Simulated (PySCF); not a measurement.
hydrogen chloride (ClH), SMILES Cl.

Coordinates come from a B3LYP-D3(BJ)/def2-TZVPD optimisation.

Two levels are set side by side: PBE/def2-TZVPD (PySCF) and CAM-B3LYP/def2-TZVPD (PySCF). Same geometry, gas phase. Differences are taken from unrounded values.

```tsv
quantity	CAM-B3LYP	PBE	PBE minus CAM-B3LYP
orbital gap (eV)	11.53	7.03	-4.50
highest occupied level (eV)	-10.95	-8.04	2.91
lowest empty level (eV)	0.59	-1.00	-1.59
dipole moment (D)	1.13	1.08	-0.05
mean polarisability (bohr³)	17.7	18.2	0.5
```

Without exact exchange PBE keeps part of each electron's self-repulsion, which lifts occupied levels and narrows the gap. PBE's more diffuse valence density responds more strongly to a field. Differences between two approximate levels are no errors against the true value.

Rough cost on one machine, each run with all the roots and properties that it gave: CAM-B3LYP against PBE within a factor of 2.
